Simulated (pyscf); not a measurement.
## Four-centre exchange: H₃C–SiH₃ + HCl → H₃C–SiH₂–Cl + H₂

Gas phase, singlet surface, charge 0. Bonds broken: Si2–H8, Cl9–H10. Bonds formed: Si2–Cl9, H8–H10. Single points on ωB97X-D3(BJ)/def2-SVP structures (PySCF, gas phase).

Transition state (Å):

```xyz
10

C      0.7903    -1.2460     0.4707
Si     0.2551     0.4456     1.0306
H      0.8693    -1.9253     1.3344
H      0.0339    -1.6499    -0.2206
H      1.7420    -1.1906    -0.0745
H      1.1851     1.4972     1.4932
H     -0.6716     0.2225     2.1960
H     -1.2318     1.0367     0.3558
Cl     0.7480     1.2950    -1.3060
H     -0.7012     1.2047    -0.3448
```

One imaginary mode, 923i cm⁻¹; descent along it reached the two sides named.

```json
[
 {"bond": "Si2–H8", "change": "breaks", "reactant side (Å)": "1.499", "saddle": "1.736", "product side": "3.7"},
 {"bond": "Cl9–H10", "change": "breaks", "reactant side (Å)": "1.285", "saddle": "1.741", "product side": "2.9"},
 {"bond": "Si2–Cl9", "change": "forms", "reactant side (Å)": "3.7", "saddle": "2.535", "product side": "2.078"},
 {"bond": "H8–H10", "change": "forms", "reactant side (Å)": "2.237", "saddle": "0.895", "product side": "0.761"}
]
```

Electronic energies relative to the separated reactants (kcal/mol):

```json
[
 {"level": "ωB97X-D3(BJ)/def2-TZVP", "barrier": "33.0", "reaction energy": "-21.6", "reverse barrier": "54.6"},
 {"level": "PBE/def2-TZVP", "barrier": "28.2", "reaction energy": "-19.0", "reverse barrier": "47.2"},
 {"level": "r²SCAN/def2-TZVP", "barrier": "29.5", "reaction energy": "-20.9", "reverse barrier": "50.3"},
 {"level": "B3LYP-D3(BJ)/def2-TZVP", "barrier": "32.4", "reaction energy": "-19.9", "reverse barrier": "52.3"},
 {"level": "PBE0-D3(BJ)/def2-TZVP", "barrier": "30.0", "reaction energy": "-19.6", "reverse barrier": "49.6"},
 {"level": "M06-2X/def2-TZVP", "barrier": "32.6", "reaction energy": "-21.9", "reverse barrier": "54.5"},
 {"level": "ωB97M-D3(BJ)/def2-TZVP", "barrier": "33.9", "reaction energy": "-19.5", "reverse barrier": "53.4"},
 {"level": "HF/def2-TZVP", "barrier": "50.6", "reaction energy": "-17.0", "reverse barrier": "67.7"}
]
```

With ωB97M-D3(BJ)/def2-TZVP energies and thermal terms (ideal gas, 1 atm, RRHO with modes under 100 cm⁻¹ raised to 100, one conformer, R ln 2 for chiral ones without a mode under 150 cm⁻¹), in kcal/mol:

| T (K) | ΔH‡ | ΔG‡ | ΔH | ΔG |
|---|---|---|---|---|
| 298 | 33.7 | 42.8 | -20.6 | -19.7 |
| 600 | 33.6 | 52.2 | -19.9 | -19.0 |
| 900 | 33.9 | 61.4 | -19.4 | -18.6 |
| 1200 | 34.2 | 70.6 | -19.2 | -18.4 |

One saddle was located; it need not be the lowest between these sides.
